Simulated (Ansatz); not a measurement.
Worked example: correlation energy of [Br···H···OH], doublet

Geometry: a point of a hydrogen-transfer path between rigid fragments, not a stationary point.

```xyz
4

Br   -1.8340    0.2350    0.0000
H    -0.3080    0.2350    0.0000
O     0.9450    0.2350    0.0000
H     1.1969   -0.7050    0.0000
```

Basis cc-pVDZ; Ansatz 0.2.0. Correlated methods freeze the noble-gas cores and the filled d shells of p-block atoms, which leaves 15 electrons in 36 orbitals. R marks a restricted (for open shells ROHF) determinant, U an unrestricted one. No spin–orbit coupling is included, and no scalar relativity.

Full CI isn't at hand for all of this; UCCSDT(Q) serves as the reference, and is uncertain by about the last step of the cluster series.

Runs differ by some tens of microhartree through their thresholds and, for an open shell, their frozen cores, so steps under 0.03 kcal/mol mean nothing.

```tsv
level	total energy (hartree)
UHF	-2648.337770
UMP2	-2648.633765
UCCSD	-2648.663548
UCCSD(T)	-2648.669747
UCCSDT	-2648.670410
UCCSDT(Q)	-2648.671169
```

Question: What is the correlation energy at UCCSDT(Q), and what share of it do UMP2 and UCCSD recover?

Answer: E(corr) = -2648.671169 − (-2648.337770) = -0.333399 hartree = -9.072 eV. UMP2: -0.295995 / -0.333399 = 88.78 %. UCCSD: -0.325778 / -0.333399 = 97.71 %.

Question: By how many kcal/mol does UCCSD(T) miss UCCSDT(Q) (1 hartree = 627.509 kcal/mol), and which steps make up the rest?

Answer: -2648.669747 − (-2648.671169) = 0.001422 hartree = 0.89 kcal/mol. Steps: UCCSDT − UCCSD(T) = -0.42, UCCSDT(Q) − UCCSDT = -0.48 kcal/mol. Differences between like states or geometries often cancel part of this.
